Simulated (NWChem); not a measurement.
## Extrapolating the UMP2 correlation energy of P

```xyz
1

P      0.0000     0.0000     0.0000
```
Charge 0, spin multiplicity 4.

Program: NWChem.

The correlated methods keep 5 core orbitals frozen. No SCF solution was tested for a lower state. Open-shell Hartree-Fock references start from PBE0 orbitals.

Worked example. The UMP2 correlation energy is -83.27 mHa in cc-pVTZ and -88.87 mHa in cc-pVQZ. The form E(X) = E∞ + A/X³ turns the pair into an estimate of the basis-set limit.

E∞ = (4³·(-88.87) − 3³·(-83.27))/(4³ − 3³) = -92.9 mHa. The larger basis holds 96 % of that. This is a two-point estimate.
